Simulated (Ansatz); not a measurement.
Two shapes of singlet NO2(-).

Shape 1:

```xyz
3

N     0.0000    0.0000   -0.4932
O     0.0000    1.1461    0.2158
O     0.0000   -1.1461    0.2158
```

Shape 2:

```xyz
3

N     0.0000    0.0000   -0.4201
O     0.0000    0.9763    0.1838
O     0.0000   -0.9763    0.1838
```

Basis set: def2-TZVP (spherical functions). Frozen core: 3 orbitals. Charge -1, multiplicity 1.

Computed with Ansatz (development build ahead of 0.2.0); each method stands on the lowest determinant of its kind that the runs found.

Problem. Which shape is lower in energy, and by how much in each method?

Solution.

| method | E(2) − E(1) (eV) |
| --- | --- |
| RHF | -0.564 |
| RHF-MP2 | 0.734 |

The methods disagree on the order. Caution: no diffuse functions for an anion; no unrestricted run beside it, a lower state can exist.
